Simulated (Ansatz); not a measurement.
Rock-salt TiN, treated with HSE06 in Ansatz (PAW).

Run with plane-wave cutoff 460 eV, 12×12×12 k mesh, Fermi–Dirac smearing 0.05 eV, no spin polarisation, scalar-relativistic PAW data made under PBE.

The volume scan:

| V (Å³/atom) | E − E_lowest (meV/atom) |
|---|---|
| 8.832 | 25.21 |
| 9.064 | 5.84 |
| 9.383 | 0.00 |
| 9.529 | 4.38 |
| 9.762 | 19.36 |

Problem. Fit the third-order Birch–Murnaghan equation and give B0 and B′.

Solution. V0 = 9.307 Å³/atom, B0 = 312 GPa, B′ = 4.2 (fit to the energies at full precision).

Measured, for comparison: bulk modulus 288 GPa (temperature not stated, no zero-point or thermal correction; as tabulated in Krasnenko and Brik (2013), arXiv:1306.3139); equilibrium volume per atom 9.52 Å³/atom (temperature not stated, no zero-point or thermal correction; as tabulated in Zhang et al. (2018), doi:10.1088/1367-2630/aac7f0). Computed (rounded) less measured: bulk modulus +8 %, equilibrium volume per atom -2.2 %. A static lattice is as a rule a little smaller and stiffer than an uncorrected measurement, which narrows the difference in the bulk modulus and would widen misses of the other sign.

Note: the run has no spin polarisation, so it can have missed a magnetic state.

Computed values are for the static lattice.

The result took around 17 core-minutes (rough).

Ansatz is a first-principles code.
